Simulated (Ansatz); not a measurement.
**Vertical ionisation energies of 7 species: errors by method**

Ansatz 0.2.0, basis cc-pVTZ; geometries are PBE0/def2-TZVP minima. Wave-function levels freeze the cores; HF, MP2 and coupled cluster are restricted for singlets and unrestricted otherwise, Kohn–Sham unrestricted where that lies lower. The reference is CCSDT(Q) or full CI (coupled cluster only where its series has nearly closed). Semilocal and hybrid functionals correlate all electrons outside any core potential and usually lie nearer their basis limit than the reference, so part of their error here is the reference's basis and frozen-core error; RPA and the MP2 part of double hybrids freeze the same cores as the reference. An error is the level's value less the reference. None of these values is a measured one. Energies are electronic, without zero-point terms. No spin–orbit coupling and no scalar relativity. The species are chosen: bound, without strong static correlation by their natural occupations or amplitudes, in their lowest spin state as far as vertical gaps and like structures tell, with only the lowest ion state computed, and with a ladder that closes on the reference, so errors are smaller than for species at large; levels whose determinant breaks symmetry or spin markedly are left out.

| species | quantity | reference | value (eV) | error CCSD | error CCSD(T) | error PBE | error r2SCAN | error PBE0 | error B3LYP | error B2PLYP |
| --- | --- | --- | --- | --- | --- | --- | --- | --- | --- | --- |
| HMgLi, singlet (Li–Mg 2.790, Mg–H 1.746, angle at Mg 180°) | vertical ionisation to the doublet | full CI | 6.303 | -0.017 | -0.004 | -0.054 | -0.209 | -0.044 | 0.039 | -0.059 |
| HB–AlH2, doublet (B–Al 2.037, B–H 1.188, Al–H 1.587, angles at Al 118/123°, angles at B 180°) | vertical ionisation to the singlet | CCSDT(Q) | 7.931 | -0.050 | -0.009 | 0.198 | 0.325 | 0.227 | 0.172 | 0.035 |
| HBe–BeH, singlet (Be–Be 2.105, Be–H 1.348, angles at Be 180°, angles at Be 180°) | vertical ionisation to the doublet | CCSDT(Q) | 9.634 | -0.025 | -0.003 | -0.281 | -0.341 | -0.154 | -0.087 | -0.113 |
| HCl, singlet (Cl–H 1.279) | vertical ionisation to the doublet | CCSDT(Q) | 12.587 | -0.051 | 0.003 | 0.113 | 0.119 | 0.105 | 0.175 | 0.070 |
| NH3, singlet (N–H 1.012, angles at N 107°) | vertical ionisation to the doublet | CCSDT(Q) | 10.728 | -0.078 | 0.000 | 0.080 | -0.086 | -0.025 | 0.131 | 0.027 |
| H2C–Cl, doublet (C–Cl 1.685, C–H 1.078, angles at C 118/124°) | vertical ionisation to the singlet | CCSDT(Q) | 8.668 | 0.091 | 0.015 | 0.107 | 0.350 | 0.297 | 0.231 | 0.093 |
| HOP, triplet (O–P 1.634, O–H 0.963, angle at O 115°) | vertical ionisation to the doublet | CCSDT(Q) | 8.511 | 0.073 | 0.014 | 0.008 | 0.227 | 0.208 | 0.119 | -0.002 |

| level | mean absolute error (eV) | mean signed error | largest error |
| --- | --- | --- | --- |
| CCSD(T) | 0.007 | 0.002 | 0.015 (H2C–Cl) |
| CCSD | 0.055 | -0.008 | 0.091 (H2C–Cl) |
| B2PLYP | 0.057 | 0.007 | -0.113 (HBe–BeH) |
| PBE | 0.120 | 0.024 | -0.281 (HBe–BeH) |
| B3LYP | 0.136 | 0.112 | 0.231 (H2C–Cl) |
| PBE0 | 0.151 | 0.088 | 0.297 (H2C–Cl) |
| r2SCAN | 0.237 | 0.055 | 0.350 (H2C–Cl) |
